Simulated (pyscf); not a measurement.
Four-centre exchange: HO–Si(OH)(OH)–F + silanol (HO–SiH₃) → HO–SiH₂–O–Si(OH)(OH)–F + hydrogen (H₂)

Gas phase, singlet surface, charge 0. Bonds broken: O1–H6, Si10–H12. Bonds formed: O1–Si10, H6–H12. PySCF, gas phase, ωB97X-D3(BJ)/def2-SVP geometries.

Transition state (Å):

```xyz
14

O      0.2112     0.0247     0.2544
Si    -1.0906    -0.6172    -0.4786
O     -0.8152    -1.3888    -1.9010
O     -2.1161     0.6385    -0.8073
F     -1.7839    -1.6634     0.5419
H      0.7404     0.1150     1.4095
H     -0.3639    -2.2384    -1.8829
H     -2.7388     0.5410    -1.5352
O     -0.6027     2.5441     0.5588
Si     0.8743     1.8663     0.8221
H     -1.2374     2.0706    -0.0056
H      1.1796     0.6785     2.0519
H      1.4176     2.8198     1.8351
H      1.9051     1.7610    -0.2382
```

One imaginary mode, 1238i cm⁻¹; descent along it reached the two sides named, in the forms told below.

```tsv
bond	change	reactant side (Å)	saddle	product side
O1–H6	breaks	0.965	1.274	2.523
Si10–H12	breaks	1.506	1.737	4.0
O1–Si10	forms	3.3	2.038	1.681
H6–H12	forms	1.971	0.961	0.761
```

Electronic energies relative to the separated reactants (kcal/mol):

| level | barrier | reaction energy | reverse barrier |
|---|---|---|---|
| ωB97X-D3(BJ)/def2-TZVP | 29.6 | -29.1 | 58.7 |
| PBE/def2-TZVP | 25.5 | -24.2 | 49.6 |
| r²SCAN/def2-TZVP | 26.2 | -28.2 | 54.3 |
| B3LYP-D3(BJ)/def2-TZVP | 28.6 | -28.2 | 56.8 |
| PBE0-D3(BJ)/def2-TZVP | 27.1 | -26.1 | 53.2 |
| M06-2X/def2-TZVP | 29.9 | -30.5 | 60.4 |
| ωB97M-D3(BJ)/def2-TZVP | 29.8 | -27.3 | 57.1 |
| HF/def2-TZVP | 51.7 | -24.2 | 75.8 |

With ωB97M-D3(BJ)/def2-TZVP energies and thermal terms (ideal gas, 1 atm, RRHO with modes under 100 cm⁻¹ raised to 100, one conformer, R ln 2 for chiral ones without a mode under 150 cm⁻¹), in kcal/mol:

```json
[
 {"T (K)": "298", "ΔH‡": "28.8", "ΔG‡": "41.9", "ΔH": "-29.3", "ΔG": "-24.8"},
 {"T (K)": "600", "ΔH‡": "28.7", "ΔG‡": "55.3", "ΔH": "-28.3", "ΔG": "-20.7"},
 {"T (K)": "900", "ΔH‡": "29.2", "ΔG‡": "68.5", "ΔH": "-27.6", "ΔG": "-17.0"},
 {"T (K)": "1200", "ΔH‡": "29.9", "ΔG‡": "81.5", "ΔH": "-27.0", "ΔG": "-13.6"}
]
```

On the reactant side the descent ends in a complex, 7.2 kcal/mol under the separated species and 36.7 kcal/mol under the saddle at ωB97X-D3(BJ)/def2-TZVP. This is the saddle that the search found; another between the same sides may lie lower.
